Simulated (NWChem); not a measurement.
System: hydrogen cyanide (CHN); SMILES C#N

Results from NWChem. All runs use the structure optimised with PBE0/def2-SVP.

Diagonal of the polarisability tensor at PBE0/def2-TZVPD, static: 14.09, 14.09, 22.83 bohr³.

Q: Find the mean polarisability volume, the molar refraction, and the refractive index that an ideal gas of it would have at 273.15 K and 1 atm.

A: 
1. Mean: one third of the trace = 17.00 bohr³ × 0.14818 Å³/bohr³ = 2.52 Å³.
2. Molar refraction (Lorentz-Lorenz): (4π/3) N_A α = 6.4 cm³/mol.
3. Number density p/kT = 2.687 × 10⁻⁵ Å⁻³; n − 1 = 2π N α = 4.25 × 10⁻⁴.
4. These hold the electronic response alone: vibrational and orientational terms add to the static dielectric constant.
